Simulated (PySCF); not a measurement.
```xyz
4

C      0.0000     0.0000     0.0011
H      1.0645    -0.1835    -0.0031
H     -0.6912    -0.8301     0.0006
H     -0.3733     1.0137     0.0013
```

Charge 0, multiplicity 2.

Question: Give the Mulliken and meta-Löwdin atomic charges from PBE-D3(BJ)/def2-TZVP // PBE0-D3(BJ)/def2-TZVP in PySCF.

Answer: 
| atom | Mulliken (e) | meta-Löwdin (e) |
|---|---|---|
| C1 | -0.41 | -0.40 |
| H2 | 0.14 | 0.13 |
| H3 | 0.14 | 0.13 |
| H4 | 0.14 | 0.13 |
